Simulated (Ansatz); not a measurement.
```yaml
crystal:
  periodic: [false, false, false]
  atoms:
    - {symbol: Nb, position_ang: [0.000000, 0.000000, 0.000000]}
    - {symbol: S, position_ang: [0.000000, 0.000000, 2.500000]}
basis:
  gaussian: {orbitals: def2-TZVP}
magnetization: {spin_polarized: true, initial_magnetization: 1}
hamiltonian: {xc: pbe0}
relax: {f_tol: 0.004, max_steps: 80}
```

```sh
$ ansatz run in.yaml --threads 1 --pin off --events-out ev --progress --plain --max-ram 2176MiB
```

Steps of the relaxation (energy above the last step; positions in Å, forces in eV/Å):

```
2
step 1, 1333.7 meV
Nb    0.000    0.000    0.000    0.000    0.000    4.925
S     0.000    0.000    2.500    0.000    0.000   -4.925
```

```
2
step 2, 0.6 meV
Nb    0.000    0.000    0.195    0.000    0.000    0.183
S     0.000    0.000    2.305    0.000    0.000   -0.183
```

```
2
step 3, 0.2 meV
Nb    0.000    0.000    0.200    0.000    0.000   -0.111
S     0.000    0.000    2.300    0.000    0.000    0.111
```

```
2
step 4, 0.0 meV
Nb    0.000    0.000    0.198    0.000    0.000    0.002
S     0.000    0.000    2.302    0.000    0.000   -0.002
```

Close pairs at the end: Nb1–S2 2.104 Å.

A stationary point of unrestricted PBE0 after 4 steps, with ⟨S²⟩ = 1.628 against 0.75 for a pure state. 40 s on 1 thread of Arm Neoverse V2, shared host.
